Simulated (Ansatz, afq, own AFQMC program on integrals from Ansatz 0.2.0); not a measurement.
## CHN, singlet in cc-pVDZ, levels against CCSDT(Q)

```xyz
3

N     0.0000    0.0000    1.1200
C     0.0000    0.0000   -0.0256
H     0.0000    0.0000   -1.0944
```

Connectivity, by distances: N–CH.

Basis cc-pVDZ. Noble-gas cores (and the filled d shells of Ga–Kr and In–Xe) are frozen. Integrals, coupled cluster, full CI and functionals: Ansatz 0.2.0; the random walks run on the same integrals in our own AFQMC program. ph-AFQMC/CISD is guided by a CISD state made of CCSD amplitudes; releasing the constraint for a short imaginary time cuts its bias at the price of noise, slowly where states lie close. Uncertainties: one standard error, sampling alone.

Determinant: RHF, the one that the program's search chose, which needn't be the lowest solution. The geometry is a point of a scan.

No full CI on the walks' own integrals is used here; CCSDT(Q) serves as the reference and is uncertain by about the last step of the cluster series.

```
T1 diagnostic                               : 0.0135
weight of the determinant in the CISD state : 0.890
size of the correlated space                : 10 electrons in 31 orbitals
```

```
  level  correlation energy (eV)
    MP2                  -7.6882
   CCSD                  -7.9443
CCSD(T)                  -8.2616
```

Estimate where phaseless AFQMC with a CISD trial lies against CCSD(T) on the same integrals.

7.2 ± 2.2 kJ/mol below CCSD(T).

Reference: CCSDT(Q), correlation energy -8.305 eV. The released energy is read at 2.40 1/Eh (meV from the phaseless value at times in 1/Eh: 21 ± 18 at 0.24, 27 ± 14 at 0.51, 13 ± 13 at 0.99, 39 ± 16 at 1.62, 35 ± 19 at 2.40).

```json
{"level": "CCSD(T)", "E − E(reference) (kJ/mol)": "4.2", "share of correlation (%)": "99.48"}
{"level": "CCSDT", "E − E(reference) (kJ/mol)": "3.6", "share of correlation (%)": "99.55"}
{"level": "ph-AFQMC/CISD", "E − E(reference) (kJ/mol)": "-3.1 ± 2.2", "share of correlation (%)": "100.38"}
{"level": "released AFQMC", "E − E(reference) (kJ/mol)": "0.4 ± 1.8", "share of correlation (%)": "99.95"}
```

A walk keeps the symmetry of its determinant, which the program's search chose and which needn't be the lowest solution, so a lower state of the same spin and another symmetry isn't excluded. Released energies are given only where the last usable release times agree within the noise; a slower fall can still hide under it.
